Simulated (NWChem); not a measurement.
System: OH, doublet; SMILES [OH]

Input file for NWChem:

```
start job
memory heap 200 mb stack 900 mb global 1100 mb
geometry units angstroms noautosym nocenter noautoz
  O      0.000000     0.000000    -0.120175
  H      0.000000     0.000000     0.869454
end
basis spherical
  * library def2-tzvpd
end
dft
  odft
  mult 2
  xc b3lyp
  iterations 150
end
cosmo
  do_cosmo_smd true
  solvent water
end
task dft energy
```

Parts of the log:

```
             Northwest Computational Chemistry Package (NWChem) 7.3.0
             --------------------------------------------------------

                             Geometry "geometry" -> ""
                             -------------------------

 Output coordinates in angstroms (scale by  1.889725989 to convert to a.u.)

  No.       Tag          Charge          X              Y              Z
 ---- ---------------- ---------- -------------- -------------- --------------
    1 O                    8.0000     0.00000000     0.00000000    -0.12017500
    2 H                    1.0000     0.00000000     0.00000000     0.86945400

 Effective nuclear repulsion energy (a.u.)       4.2777828782

                                 NWChem DFT Module
                                 -----------------

 Summary of "ao basis" -> "ao basis" (spherical)
 ------------------------------------------------------------------------------
       Tag                 Description            Shells   Functions and Types
 ---------------- ------------------------------  ------  ---------------------
 O                         def2-tzvpd               14       40   6s4p3d1f
 H                         def2-tzvpd                5        9   3s2p

 in cosmo_initialize ...
 calling solv_data for solv:h2o

 solvent parameters
 solvname_short: h2o
 solvname_long:  water
 dielec:       78.4000
 dielecinf:     1.7769
 aqueous SMD model solvent descriptors
 dielec:       78.4000
 sola:          0.8200

          ---------------
          -cosmo- solvent
          ---------------
 Cosmo: York-Karplus, doi: 10.1021/jp992097l
 dielectric constant -eps-     =  78.40
 screen = (eps-1)/(eps    )    =   0.98724
 surface charge correction     = lagrangian

   van der Waals surface
 --------------------------

 ---------- ATOMIC COORDINATES (A.U.) ------------ VDWR(ANG.) --
     1    0.00000000    0.00000000   -0.22709782     1.520
     2    0.00000000    0.00000000    1.64302982     1.200
 number of segments per atom =        128
 number of   points per atom =        128
 atom (   nspa,  nppa )
 ----------------------
    1 (    104,     0 )       0
    2 (     80,     0 )       0
 number of -cosmo- surface points =      184
 molecular surface =     32.623 angstrom**2
 molecular volume  =     17.362 angstrom**3
 -lineq- algorithm             =   0
 -bem- low  level              =   3
 -bem- from -octahedral-
 gaussian surface charge width =   4.50000
 degree of switching           =   1.00000
 switching function tolerance  =   0.00010
 atomic radii =
 --------------
    1  8.000  1.520
    2  1.000  1.200
 ...... end of -cosmo- initialization ......

[...]

                                COSMO-SMD solvation results
                                ---------------------------

             internal energy in gas <Psi(g)|H|Psi(g)> =       -75.770194943821
         internal energy in solvent <Psi(s)|H|Psi(s)> =       -75.768266995229
                               delta internal energy  =         0.001927948592 (    1.21 kcal/mol)
   total free energy in solvent <Psi(s)|H+V/2|Psi(s)> =       -75.779567574046
 polarization energy contribution <Psi(s)|V/2|Psi(s)> =        -0.011300578817 (   -7.09 kcal/mol)
    total free energy in solvent including G(SMD-CDS) =       -75.778377450464
                       G(SMD-CDS) energy contribution =         0.001190123582 (    0.75 kcal/mol)
     1 M fixed-concentration free energy of solvation =        -0.008182506644 (   -5.13 kcal/mol)

                    DFT Final Alpha Molecular Orbital Analysis
                    ------------------------------------------

 Vector    3  Occ=1.000000D+00  E=-4.893311D-01
              MO Center=  3.5D-09, -4.5D-09, -6.2D-02, r^2= 7.3D-01
   Bfn.  Coefficient  Atom+Function         Bfn.  Coefficient  Atom+Function
  ----- ------------  ---------------      ----- ------------  ---------------
     9      0.417583  1 O  pz                12      0.328669  1 O  pz
    42      0.194629  2 H  s                 15      0.180499  1 O  pz
     4     -0.163665  1 O  s                 41      0.158177  2 H  s
     5     -0.144961  1 O  s                  3     -0.116300  1 O  s
     2      0.073399  1 O  s                 43      0.035927  2 H  s

 Vector    4  Occ=1.000000D+00  E=-4.313925D-01
              MO Center= -6.3D-10, -1.6D-09, -9.7D-02, r^2= 5.8D-01
   Bfn.  Coefficient  Atom+Function         Bfn.  Coefficient  Atom+Function
  ----- ------------  ---------------      ----- ------------  ---------------
     7      0.499594  1 O  px                10      0.414541  1 O  px
    13      0.251177  1 O  px                 8      0.100548  1 O  py
    11      0.083422  1 O  py                14      0.050638  1 O  py

 Vector    5  Occ=1.000000D+00  E=-3.635248D-01
              MO Center=  1.3D-09,  3.4D-09, -9.4D-02, r^2= 6.6D-01
   Bfn.  Coefficient  Atom+Function         Bfn.  Coefficient  Atom+Function
  ----- ------------  ---------------      ----- ------------  ---------------
     8      0.482138  1 O  py                11      0.394506  1 O  py
    14      0.287372  1 O  py                 7     -0.097093  1 O  px
    10     -0.079457  1 O  px                13     -0.057766  1 O  px
    17      0.034543  1 O  py

 Vector    6  Occ=0.000000D+00  E= 1.147897D-02
              MO Center=  1.8D-07, -1.8D-07,  8.2D-01, r^2= 4.7D+00
   Bfn.  Coefficient  Atom+Function         Bfn.  Coefficient  Atom+Function
  ----- ------------  ---------------      ----- ------------  ---------------
     6      2.327999  1 O  s                 43     -1.497021  2 H  s
    49      0.706983  2 H  pz                18      0.370859  1 O  pz
    15      0.277638  1 O  pz                 4     -0.243683  1 O  s
    12     -0.155691  1 O  pz                 3     -0.115492  1 O  s
     9     -0.111245  1 O  pz                42      0.097254  2 H  s

[...]
```

Level: B3LYP/def2-TZVPD, spin-unrestricted, SMD on the gas-phase geometry. The state is orbitally degenerate and is run as one real component. Structure relaxed at the PBE0/def2-SVP, spin-unrestricted level. No stability test was run on the SCF state. Solvent: water.
